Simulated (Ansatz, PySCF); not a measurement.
This PySCF input computes a r2SCAN/def2-TZVPD energy:

```python
from pyscf import gto, scf, dft

mol = gto.M(
    atom='''
    C    -0.00121882   -0.00583875    0.66227812
    C     0.00121882    0.00583875   -0.66227812
    H     0.01665750    0.91035156    1.24013365
    H    -0.02119201   -0.93207417    1.22382087
    H     0.02119201    0.93207417   -1.22382087
    H    -0.01665750   -0.91035156   -1.24013365
    ''',
    basis='def2-tzvpd',
    charge=0,
    spin=0,
    verbose=4,
)

mf = dft.RKS(mol, xc='r2scan').density_fit(auxbasis='def2-universal-jkfit')
mf.grids.level = 4
mf.conv_tol = 1e-9
mf.max_cycle = 100
mf.max_memory = 1500
mf.kernel()
if not mf.converged:
    mf = mf.newton()
    mf.kernel(mf.make_rdm1())
mf.analyze()
```

### Question
Write an input for the same energy in Ansatz (a quantum-chemistry and plane-wave program) and say what it gives.

### Answer

Ansatz 0.2 input:
```yaml
crystal:
  periodic: [false, false, false]
  atoms:
    - {symbol: C, position_ang: [-0.00121882, -0.00583875, 0.66227812]}
    - {symbol: C, position_ang: [0.00121882, 0.00583875, -0.66227812]}
    - {symbol: H, position_ang: [0.01665750, 0.91035156, 1.24013365]}
    - {symbol: H, position_ang: [-0.02119201, -0.93207417, 1.22382087]}
    - {symbol: H, position_ang: [0.02119201, 0.93207417, -1.22382087]}
    - {symbol: H, position_ang: [-0.01665750, -0.91035156, -1.24013365]}
basis:
  gaussian:
    orbitals: def2-TZVPD
hamiltonian:
  xc: {name: r2SCAN}
output: {forces: true}
```
It gives -78.56108 Eh, and PySCF -78.56113 Eh, a difference of 0.05 mEh, from the treatment of integrals and grids.
